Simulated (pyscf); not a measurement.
`[NH2][SiH]([NH2])[OH]` + `[H][H]` → `[NH2][SiH2][NH2]` + `[OH2]` (four-centre exchange; singlet surface; O–Si, H–H broken, H–Si, H–O formed). Structures and frequencies: ωB97X-D3(BJ)/def2-SVP in PySCF. Energies in eV from the separated reactants.

| level | barrier | reaction energy |
|---|---|---|
| PBE/def2-TZVP | 1.89 | +0.99 |
| r²SCAN/def2-TZVP | 2.06 | +1.12 |
| B3LYP-D3(BJ)/def2-TZVP | 2.18 | +1.06 |
| M06-2X/def2-TZVP | 2.29 | +1.18 |
| ωB97M-D3(BJ)/def2-TZVP | [?] | +1.06 |
| HF/def2-TZVP | [?] | [?] |

Question: Some entries are withheld; supply them.

Answer: 
- ωB97M-D3(BJ)/def2-TZVP, barrier: 2.13
- HF/def2-TZVP, barrier: 2.90
- HF/def2-TZVP, reaction energy: +0.97

The functionals in the table span 0.39 eV in this barrier, from PBE to M06-2X. On the product side the descent ends in a complex, 0.21 eV under the separated species and 1.32 eV under the saddle at ωB97X-D3(BJ)/def2-TZVP. At the saddle there is also a short H–Si contact that neither side keeps. This is the saddle that the search found; another between the same sides may lie lower.
